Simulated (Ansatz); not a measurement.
**[Br···H···F], doublet along the distance Br1-H2**

Starting geometry:

```xyz
3

Br    0.0000    0.0000   -1.4779
H     0.0000    0.0000   -0.0573
F     0.0000    0.0000    1.5351
```

From there H2 is moved from one fragment to the other while all else, the fragments' distance too, stays fixed; atoms are numbered as listed. Energies are in eV, counted from the starting geometry at the same level.

Basis cc-pVTZ; Ansatz 0.2.0. Only valence electrons are correlated (noble-gas cores and the filled d shells of p-block atoms frozen). Prefix R: restricted or restricted open-shell reference; prefix U: unrestricted. No spin–orbit coupling is included, and no scalar relativity.

Coupled cluster chose its determinant by trial CCSD, here up to 0.04 eV above the lowest Hartree–Fock solution of its kind. The reference follows the lowest state, whose symmetry changes along the scan.

Full CI isn't at hand for all of this; UCCSDT(Q) serves as the reference, and is uncertain by about the last step of the cluster series. The frozen core follows each run's orbitals, which can shift R against U totals by a few meV for light atoms and by up to 0.1 eV past Ca.

| distance Br1-H2 (Å) | RCCSD |
| --- | --- |
| 1.421 | 0.000 |
| 1.717 | -0.198 |
| 1.915 | -1.452 |
| 2.113 | -2.110 |

Question: Estimate the UCCSDT(Q) curve in cc-pVTZ from this one, knowing how RCCSD errs.

Answer: The computed UCCSDT(Q) values, in eV from the starting point, and the error of RCCSD against them:
```csv
distance Br1-H2 (Å),UCCSDT(Q),RCCSD less UCCSDT(Q)
1.421,0.000,0.000
1.717,-0.290,0.092
1.915,-1.494,0.042
2.113,-2.111,0.001
```

The error spans 0.092 eV and is largest, 0.092 eV, at 1.717 Å.
